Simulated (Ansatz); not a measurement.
Reaction (SMILES): C=CCl → 2 C atom + Cl atom + 3 H atom
B3LYP-D3(BJ)/def2-TZVP geometries, fixed; electronic energies without zero-point terms.

How fast the atomisation energy converges with the basis for several methods (Ansatz, an electronic-structure program): deviation from each method's own reference, in kcal/mol. References: B2PLYP 541.68 kcal/mol, the value in aug-pcseg-3; B3LYP 540.30 kcal/mol, the value in aug-pcseg-3; CCSD(T) 542.22 kcal/mol, Hartree-Fock in cc-pV(Q+d)Z plus the correlation part extrapolated as X^-3 from cc-pV(T+d)Z and cc-pV(Q+d)Z; HF 399.89 kcal/mol, the value in aug-pcseg-3; MP2 553.15 kcal/mol, Hartree-Fock in aug-cc-pV(Q+d)Z plus the correlation part extrapolated as X^-3 from aug-cc-pV(T+d)Z and aug-cc-pV(Q+d)Z; PBE 557.72 kcal/mol, the value in aug-pcseg-3. Cartesian d functions, on some or all atoms, in 6-31+G*, 6-311+G**; all else is spherical. In correlated methods cores are frozen. Open shells are unrestricted. No added dispersion term, no relativity. 

| basis | functions | B2PLYP | B3LYP | CCSD(T) | HF | MP2 | PBE |
|---|---|---|---|---|---|---|---|
| STO-3G | 22 | 44.41 | 75.86 | -0.51 | 63.59 | (withheld) | 85.63 |
| def2-SV(P) | 52 | -16.68 | -4.49 | -45.10 | -3.91 | (withheld) | -3.03 |
| 6-31+G* | 67 | -19.07 | -7.55 | -46.35 | -7.19 | (withheld) | -6.43 |
| 6-311+G** | 93 | -12.86 | -5.72 | -31.16 | -5.50 | (withheld) | -4.80 |
| def2-TZVP | 117 | -5.69 | -1.32 | -18.48 | -2.21 | (withheld) | -0.63 |
| 6-311++G(2d,2p) | 119 | -8.47 | -2.45 | -26.58 | -2.80 | (withheld) | -1.70 |
| cc-pV(T+d)Z | 141 | -3.88 | -0.81 | -13.89 | -1.82 | (withheld) | -0.09 |
| def2-TZVPPD | 176 | -3.07 | -0.40 | -12.25 | -1.33 | (withheld) | 0.22 |
| aug-pcseg-2 | 211 | -2.07 | -0.36 | -9.16 | -0.08 | (withheld) | -0.16 |
| aug-cc-pV(T+d)Z | 216 | -3.22 | -1.14 | -11.11 | -1.75 | (withheld) | -0.82 |
| cc-pV(Q+d)Z | 264 | -0.81 | 0.04 | -5.54 | -1.06 | (withheld) | 0.45 |
| def2-QZVPP | 274 | -0.91 | -0.40 | -5.39 | -1.00 | (withheld) | -0.31 |

Task: Complete the blanks.

Result: 
- STO-3G, MP2: -21.85
- def2-SV(P), MP2: -48.77
- 6-31+G*, MP2: -50.43
- 6-311+G**, MP2: -34.43
- def2-TZVP, MP2: -19.76
- 6-311++G(2d,2p), MP2: -26.81
- cc-pV(T+d)Z, MP2: -14.82
- def2-TZVPPD, MP2: -12.94
- aug-pcseg-2, MP2: -10.24
- aug-cc-pV(T+d)Z, MP2: -11.92
- cc-pV(Q+d)Z, MP2: -6.15
- def2-QZVPP, MP2: -5.93

Mean absolute deviation over 6-311+G**, def2-TZVP, 6-311++G(2d,2p), cc-pV(T+d)Z, def2-TZVPPD, aug-pcseg-2, aug-cc-pV(T+d)Z: PBE 1.20, B3LYP 1.74, HF 2.21, B2PLYP 5.61, CCSD(T) 17.52, MP2 18.70 kcal/mol.
